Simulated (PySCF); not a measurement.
A geometry optimisation on `CC#CC#P`.

Computed with PBE0-D3(BJ)/def2-SVP geometry optimisation, gas phase (PySCF 2.14.0). Start geometry: GFN2-xTB. A driver script takes a list of jobs; this job's settings line and coordinates (Å) are shown.

Input:
```
{"job": {"xc": "PBE0", "basis": "def2-SVP", "d3": "d3bj", "grid": 1, "kind": "geom"}, "charge": 0, "multiplicity": 1}
C     -1.539730     0.253805     0.117132
C     -0.122505     0.023708     0.021030
C      1.073885    -0.173235    -0.056900
C      2.391424    -0.389823    -0.141461
P      3.933365    -0.644907    -0.236680
H     -1.740947     1.321300     0.217937
H     -2.042084    -0.116648    -0.777580
H     -1.944351    -0.264787     0.987437
```

Question: What does the run print?

Answer: 
```
step   0  E = -494.94708267  max force = 0.032531
step   1  E = -494.94824079  max force = 0.003057
step   2  E = -494.94824851  max force = 0.000336
optimisation converged
```

Energies in Eh; «max force» is the largest Cartesian gradient component in Eh/bohr.

Question: How much energy does the optimisation release, in eV?

Answer: E(step 0) − E(last step) = 0.001166 Eh, which is 0.032 eV.

In short: final energy -494.94825 Eh after 2 steps; dipole 2.59 D.

Question: Where do the atoms end?

Answer: 0.023 Å rms from the input after alignment:
```
atom  x, y, z in Å
C1    -1.7043    0.1931    0.1238
C2    -0.2800   -0.0410    0.0345
C3     0.9252   -0.2392   -0.0409
C4     2.2668   -0.4614   -0.1230
P5     3.8006   -0.7158   -0.2165
H6    -1.9224    1.2686    0.2235
H7    -2.2226   -0.1755   -0.7760
H8    -2.1349   -0.3220    0.9976
```

Question: How long does this job take on an Arm Neoverse N1 with one thread (shared host)? And the peak memory of the process?

Answer: About 8.9 s, with 0.40 GiB resident at the peak, the Python interpreter and its libraries included.
Labels such as C1 count atoms from 1, the log's own numbers from 0.
